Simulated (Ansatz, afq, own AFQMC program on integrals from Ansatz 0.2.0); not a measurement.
**BN, triplet in 6-31G, levels against full CI**

```xyz
2

B     0.0000    0.0000    0.0000
N     0.0000    0.0000    1.5840
```

Basis 6-31G. Noble-gas cores (and the filled d shells of Ga–Kr and In–Xe) are frozen. Ansatz 0.2.0 and our own AFQMC program on the same integrals; the CISD trial comes from CCSD amplitudes, and released means the phaseless constraint is let go. ± is one standard error of the sampling.

Determinant: UHF, the one that the program's search chose, which needn't be the lowest solution. The geometry is a point of a scan.

Full CI on the same integrals is exact in this basis and with this determinant's frozen core.

Cautions: lower spins were not checked; the search met a lower determinant of the same kind, perhaps of another symmetry (864 meV lower); strong correlation (T1 0.135, weight of the determinant 0.63, largest double 0.20); unrestricted determinant spin contaminated (⟨S²⟩ 2.54 against 2.00); CCSD(T) is in doubt: in a space of 8 electrons in 9 natural orbitals full CI lies 87 meV below it; the released energies have errors that jump between times, so the bars are unsure, so no released level is given (meV from the phaseless value at times in 1/Eh: -17 ± 4 at 0.24, -40 ± 17 at 0.51, -47 ± 5 at 0.99, -46 ± 5 at 1.62, -257 ± 195 at 2.40).

```
T1 diagnostic                               : 0.1349
weight of the determinant in the CISD state : 0.631
⟨S²⟩ of the determinant                     : 2.540
size of the correlated space                : 8 electrons in 16 orbitals
```

| level | correlation energy (eV) |
| --- | --- |
| MP2 | -2.8924 |
| CCSD | -4.3437 |
| CCSD(T) | -4.5533 |

Question: Estimate where phaseless AFQMC with a CISD trial lies against CCSD(T) on the same integrals.

Answer: 1.85 ± 0.15 mEh below CCSD(T).

Reference: full CI, correlation energy -4.670 eV. The cautions show a poor starting determinant, so the rows tell how each method copes with it here, and full CI is the sure value.

| level | E − E(reference) (mEh) | share of correlation (%) |
| --- | --- | --- |
| CCSD(T) | 4.27 | 97.51 |
| CCSDT | 0.56 | 99.68 |
| CCSDT(Q) | -1.47 | 100.85 |
| CCSDTQ | 0.01 | 99.99 |
| ph-AFQMC/CISD | 2.42 ± 0.15 | 98.59 |

CCSDT and higher add their correlation energy to the determinant of the CCSD(T) run, since their own runs factorise the integrals more tightly (a shift of under 2 meV).
